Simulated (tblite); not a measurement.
# BF4H: the cost of one run

Computed with tblite 0.8.0 and PySCF 2.14.0; each step states its level. No surroundings beyond the atoms listed, unless a continuum is named. Atoms count from 0, parts from 1.

### 1 Starting point

6 atoms, charge 0, multiplicity 1; geometry: rigid parts in contact. Parts: 1 = atoms 0–3, `FB(F)F`, charge 0; 2 = atoms 4–5, `F`, charge 0.

### 2 Search for minima with GFN2-xTB

Job settings and geometry (Å):

```
{"job": {"kind": "dock", "xc": "GFN2-xTB", "basis": "xTB"}, "charge": 0, "multiplicity": 1, "parts": [{"atoms": "0-3", "charge": 0, "multiplicity": 1}, {"atoms": "4-5", "charge": 0, "multiplicity": 1}]}
F      1.029056    -0.382450     0.696923
B     -0.000063    -0.000140     0.000008
F     -1.086433     0.384965     0.602038
F      0.057440    -0.002375    -1.298969
F     -3.309408     0.857448    -1.252820
H     -2.478548     0.876964    -0.830080
```

Method: GFN2-xTB search for minima from random contacts, gas phase.

Command:

```bash
$ OMP_NUM_THREADS=1 python cluster_run.py task.json out
```

One launch serves the whole session: the jobs run in the order shown.

**Question.** How long does this first job take on 1 thread of Arm Neoverse N1, shared host?

About 1.6 s.
